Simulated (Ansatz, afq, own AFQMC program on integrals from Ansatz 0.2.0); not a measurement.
# BH$_{3}$⁺, doublet in cc-pVDZ, levels against full CI

```xyz
4

B    -0.1149    0.0000    0.0891
H     0.3114    0.5391   -0.9919
H     0.6095    0.0000    1.0286
H     0.3113   -0.5391   -0.9919
```

Basis cc-pVDZ. Noble-gas cores (and the filled d shells of Ga–Kr and In–Xe) are frozen. AFQMC by an in-house program on the Cholesky factors that Ansatz 0.2.0 writes for its CCSD(T) run. The CISD trial takes its coefficients from CCSD amplitudes. Released means that phaseless walkers are propagated on without the constraint, phases kept. Free projection: walkers drawn from exp(T), propagated without any constraint. Its projection time is finite, and what remains of the start isn't in its error. ± is one standard error of the sampling.

Determinant: UHF, the one that the program's search chose, which needn't be the lowest solution. The geometry is a PBE0/def2-TZVP stationary point of this or a neighbouring charge and spin state.

Full CI on the same integrals is exact in this basis and with this determinant's frozen core.

* T1 diagnostic: 0.0134
* weight of the determinant in the CISD state: 0.947
* ⟨S²⟩ of the determinant: 0.763
* size of the correlated space: 5 electrons in 28 orbitals

```json
{"level": "MP2", "correlation energy (eV)": "-1.9682"}
{"level": "CCSD", "correlation energy (eV)": "-2.5526"}
{"level": "CCSD(T)", "correlation energy (eV)": "-2.5929"}
```

(1) Estimate where AFQMC with the constraint released lies against CCSD(T) on the same integrals.

(1) 0.9 ± 0.3 kJ/mol below CCSD(T).

Reference: full CI, correlation energy -2.606 eV. The released energy is read at 2.40 1/Eh (meV from the phaseless value at times in 1/Eh: 1 ± 5 at 0.24, -2 ± 5 at 0.51, -6 ± 3 at 0.99, -7 ± 3 at 1.62, -2 ± 3 at 2.40).

| level | E − E(reference) (kJ/mol) | share of correlation (%) |
| --- | --- | --- |
| CCSD(T) | 1.2 | 99.51 |
| CCSDT | 0.1 | 99.97 |
| CCSDT(Q) | 0.0 | 100.00 |
| ph-AFQMC/CISD | 0.5 ± 0.3 | 99.78 |
| released AFQMC | 0.4 ± 0.3 | 99.85 |
| free AFQMC | -0.1 ± 0.4 | 100.05 |

CCSDT and higher add their correlation energy to the determinant of the CCSD(T) run, since their own runs factorise the integrals more tightly (a shift of under 2 meV). Free projections are given only where their last times agree within the noise and don't stop above the reference; a slow remainder of the start can still hide under it. A walk keeps the symmetry of its determinant, which the program's search chose and which needn't be the lowest solution, so a lower state of the same spin and another symmetry isn't excluded. Released energies are given only where the last usable release times agree within the noise; a slower fall can still hide under it.
